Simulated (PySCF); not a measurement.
# `ClC[C@@H](C=C)O`, C$_{4}$H$_{7}$ClO

Geometry:
```
atom   x (Å)   y (Å)   z (Å)
  C1   2.438  -0.327  -0.356
  C2   1.198   0.006  -0.707
  C3  -0.024  -0.203   0.137
  O4  -0.722   1.000   0.365
  C5  -0.994  -1.212  -0.476
 Cl6  -0.294  -2.846  -0.585
  H7   3.287  -0.157  -1.023
  H8   2.648  -0.792   0.612
  H9   1.016   0.457  -1.694
 H10   0.278  -0.581   1.127
 H11  -0.798   1.468  -0.474
 H12  -1.285  -0.905  -1.492
 H13  -1.896  -1.265   0.148
```

Method used: GIAO B3LYP/pcSseg-1 magnetisability, rotational g tensor and spin-rotation constants, non-relativistic, gas phase in PySCF. Geometry: PBE0-D3(BJ)/def2-SVP.

Give the nuclear spin-rotation constants along the inertial axes (H = +C I·J) beside the isotropic shieldings.

Rotational constants 3.6346, 2.0321, 1.3955 GHz. A star marks the isotopologue with that one atom substituted, in its own axes.
```
atom  isotope  Caa (kHz)  Cbb (kHz)  Ccc (kHz)  mean (kHz)  σ (ppm)
 Cl6     35Cl      0.384      0.341      0.331       0.352    858.6
  H7       1H     -0.333      0.039     -0.067      -0.120     25.9
  H8       1H     -0.385     -0.187      0.110      -0.154     25.8
  H9       1H     -0.397     -0.204      0.118      -0.161     26.0
 H10       1H     -0.400     -0.205      0.084      -0.174     27.7
 H11       1H     -0.440     -0.261     -0.016      -0.239     31.5
 H12       1H     -0.384     -0.223      0.057      -0.183     28.7
 H13       1H     -0.345      0.024     -0.105      -0.142     27.9
  C1     13C*      0.676      0.681      0.609       0.655     50.2
  C2     13C*      0.786      0.712      0.670       0.723     32.4
  C3     13C*      0.866      0.489      0.364       0.573     99.2
  O4     17O*     -0.463     -0.216     -0.138      -0.272    260.4
  C5     13C*      0.673      0.412      0.320       0.468    126.1
```
For the geometry as given, no vibrational averaging.

How do the rotational constants and the g tensor change when H7, H8, H9, H10, H11, H12, H13 are replaced by deuterium?

Constants 3.0198, 1.8803, 1.2817 GHz; g -0.0037, -0.0109, -0.0121, against -0.0023, -0.0127, -0.0132 before.
